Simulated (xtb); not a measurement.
xtb input:

```bash
xtb mol.xyz --gfn 2 --ohess tight --chrg -1 --uhf 0
```
mol.xyz:
```
3

O      0.29378534     1.03056926    -0.16449342
O      0.24735230    -0.41209031    -0.12356427
H     -0.52828311    -0.56934304     0.29931402
```

Task: Predict the final energy.

Result: -8.70931 Eh (GFN2-xTB).

It need not be the lowest isomer of its formula. Whether it binds its extra electron was not tested at this geometry.
